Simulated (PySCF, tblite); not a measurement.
C₅H₉P.
SMILES with atom numbers: `[CH2:1]=[CH:2][CH2:3]/[P:4]=[CH:5]\[CH3:6]` (hydrogens: H7, H8 on C1; H9 on C2; H10, H11 on C3; H12 on C5; H13, H14, H15 on C6)

Geometry (GFN2-xTB, Å), atoms numbered from 1 in this order:
```xyz
15
C5H9P angstrom
C      3.0164    0.2263   -0.1241
C      2.0516   -0.3430    0.5754
C      0.6108    0.0176    0.4678
P     -0.3686   -1.3988   -0.3099
C     -1.9343   -0.8130   -0.3176
C     -2.5083    0.4782    0.1519
H      2.8150    1.0171   -0.8289
H      4.0460   -0.0707   -0.0220
H      2.2799   -1.1388    1.2733
H      0.4849    0.9103   -0.1494
H      0.1973    0.1975    1.4643
H     -2.6654   -1.4935   -0.7398
H     -1.7599    1.1412    0.5755
H     -2.9968    0.9899   -0.6791
H     -3.2730    0.2875    0.9068
```

Computed, not measured: B3LYP/def2-SVPD in PySCF (dipole) on a GFN2-xTB geometry, gas phase.

Take the most abundant isotopes and a rigid rotor. The values belong to one conformer with, in the numbering `[CH2:1]=[CH:2][CH2:3]/[P:4]=[CH:5]\[CH3:6]`, C1–C2–C3–P4 112°, C2–C3–P4–C5 179°.

(1) Give the principal moments of inertia and the rotational constants in MHz.

(2) Classify the top.

(3) Is it planar, by Δ = Ic − Ia − Ib?

(4) Give the other two planar moments, Paa and Pbb, and the rms extents of the mass along the axes.

(5) List the rotational levels J(Ka,Kc) to J = 4 (cm⁻¹).

(6) Which lines would a microwave search look for?

(7) Estimate the classical rotational partition function at 25 K, 50 K and 200 K.

Answers

(1) Ia = 74.60, Ib = 364.32, Ic = 413.38 u·Å²; 505379 MHz·u·Å²/I gives A = 6775, B = 1387, C = 1223 MHz.

(2) A near-prolate asymmetric top: κ = (2 × 1387 − 6775 − 1223)/(6775 − 1223) = -0.94.

(3) Not planar: Δ = Ic − Ia − Ib = -25.54 u·Å². For a rigid frame Δ = −2 Σ m c², so Σ m c² = 12.77 u·Å² lies off the ab plane: 7.04 from hydrogen and 5.73 from heavier atoms. The atom farthest from that plane is 1.34 Å away.

(4) Paa = Σ m a² = (Ib + Ic − Ia)/2 = 351.55 and Pbb = Σ m b² = (Ia + Ic − Ib)/2 = 61.83 u·Å². With the mass M = 100.04 u, the rms extents √(P/M) along a, b and c are 1.87, 0.79, 0.36 Å.

(5) Above 0(0,0):
J = 1: 1(0,1) 0.0871, 1(1,1) 0.2668, 1(1,0) 0.2723
J = 2: 2(0,2) 0.2610, 2(1,2) 0.4354, 2(1,1) 0.4518, 2(2,1) 0.9910, 2(2,0) 0.9911
J = 3: 3(0,3) 0.5217, 3(1,3) 0.6882, 3(1,2) 0.7212, 3(2,2) 1.2521, 3(2,1) 1.2528, 3(3,1) 2.1645, 3(3,0) 2.1645
J = 4: 4(0,4) 0.8687, 4(1,4) 1.0252, 4(1,3) 1.0801, 4(2,3) 1.6002, 4(2,2) 1.6021, 4(3,2) 2.5129, 4(3,1) 2.5130, 4(4,1) 3.7899, 4(4,0) 3.7899
Those of J = 1 are B + C, A + C and A + B.

(6) The dipole components are |μa| = 0.85 D, |μb| = 1.47 D, |μc| = 0.21 D. The squared components, which scale the intensities, stand as 0.33 : 1.00 : 0.02 (a : b : c). Some lines, for components of 0.1 D or more:

```csv
type,branch,"J(Ka,Kc)",MHz,lower level (cm⁻¹)
c,Q,"4(1,4) ← 4(0,4)",4693,0.869
a,R,"2(1,1) ← 1(1,0)",5384,0.272
a,R,"4(3,2) ← 3(3,1)",10446,2.165
b,Q,"4(2,2) ← 4(1,3)",15649,1.080
b,Q,"2(2,0) ← 2(1,1)",16167,0.452
c,R,"5(1,4) ← 4(0,4)",19782,0.869
b,R,"4(2,3) ← 3(1,2)",26354,0.721
c,Q,"5(5,1) ← 5(4,1)",49222,4.225
b,Q,"5(5,0) ← 5(4,1)",49222,4.225
c,R,"5(5,1) ← 4(4,1)",62279,3.790
```

(7) Point group C1, symmetry number σ = 1; q = (√π/σ)·√((kT/h)³/(ABC)), k/h = 20836.6 MHz/K: 6220 at 25 K, 17600 at 50 K, 141000 at 200 K.

Its GFN2-xTB frequencies are all real (lowest 34 cm⁻¹). These are rigid-rotor constants of the computed structure; measured ground-state constants (B0) also hold zero-point vibration. A rigid rotor knows nothing of internal rotation, which can split or shift real lines.
